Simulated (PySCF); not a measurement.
Molecule: `S(C)C=C(C)C`, C$_{5}$H$_{10}$S.

Molfile (atoms numbered from 1):
```
C5H10S
     RDKit          3D

 16 15  0  0  0  0  0  0  0  0999 V2000
    2.8672   -0.4353   -0.3519 C   0  0  0  0  0  0  0  0  0  0  0  0
    1.3599   -0.6264    0.6192 S   0  0  0  0  0  0  0  0  0  0  0  0
    0.2085    0.1738   -0.4414 C   0  0  0  0  0  0  0  0  0  0  0  0
   -1.0975    0.3401   -0.1746 C   0  0  0  0  0  0  0  0  0  0  0  0
   -1.7306   -0.1470    1.0919 C   0  0  0  0  0  0  0  0  0  0  0  0
   -2.0016    1.0331   -1.1488 C   0  0  0  0  0  0  0  0  0  0  0  0
    2.7851   -0.9405   -1.3255 H   0  0  0  0  0  0  0  0  0  0  0  0
    3.1194    0.6249   -0.5000 H   0  0  0  0  0  0  0  0  0  0  0  0
    3.6729   -0.9111    0.2235 H   0  0  0  0  0  0  0  0  0  0  0  0
    0.6286    0.5478   -1.3813 H   0  0  0  0  0  0  0  0  0  0  0  0
   -2.1904    0.6891    1.6462 H   0  0  0  0  0  0  0  0  0  0  0  0
   -2.5403   -0.8646    0.8745 H   0  0  0  0  0  0  0  0  0  0  0  0
   -1.0108   -0.6409    1.7601 H   0  0  0  0  0  0  0  0  0  0  0  0
   -2.8270    0.3705   -1.4629 H   0  0  0  0  0  0  0  0  0  0  0  0
   -1.4649    1.3593   -2.0511 H   0  0  0  0  0  0  0  0  0  0  0  0
   -2.4714    1.9209   -0.6904 H   0  0  0  0  0  0  0  0  0  0  0  0
  1  2  1  0
  2  3  1  0
  3  4  2  3
  4  5  1  0
  4  6  1  0
  1  7  1  0
  1  8  1  0
  1  9  1  0
  3 10  1  0
  5 11  1  0
  5 12  1  0
  5 13  1  0
  6 14  1  0
  6 15  1  0
  6 16  1  0
M  END
```

Geometry PBE0-D3(BJ)/def2-SVP throughout; GIAO in PySCF 2.14.0 with density-fitted response routines, gas phase, one conformer, non-relativistic; equivalent atoms averaged; basis pcSseg-1.

(1) How do the shifts δ (against TMS, CS2 at the same level) depend on the functional? (a selection of nuclei; ppm; last column core-seconds on 1 thread of an Arm Neoverse V2, shared host)

(2) Which nucleus among those listed moves most, in ppm?

## Answers

(1) 
```
functional          kind     C4     C3    C6    C5     S2   H10  H7/H8/H9  H14/H15/H16  H11/H12/H13  core-s
        HF  Hartree–Fock  138.1  129.7  24.6  18.6  -75.3  5.10      1.99         1.74         1.63     6.1
       LDA           LDA  133.9  135.8  27.9  21.2    3.6  5.28      2.14         1.77         1.66      16
       PBE           GGA  129.7  130.0  27.8  21.4    7.6  5.23      2.12         1.77         1.66      20
      BLYP           GGA  131.4  131.5  28.2  21.4   23.6  5.18      2.13         1.77         1.66      20
      BP86           GGA  130.0  129.9  28.0  21.7    8.7  5.23      2.13         1.77         1.67      19
      OPBE           GGA  123.7  123.7  26.9  21.1   -3.4  5.30      2.13         1.77         1.65      20
```

(2) S2 (sulfide sulfur): from -75.3 ppm with HF to 23.6 ppm with BLYP. The smallest spread is 0.03 ppm, at H14/H15/H16. Proton shifts span only some 12 ppm, so a few tenths of a ppm matter as much there as several ppm in carbon.
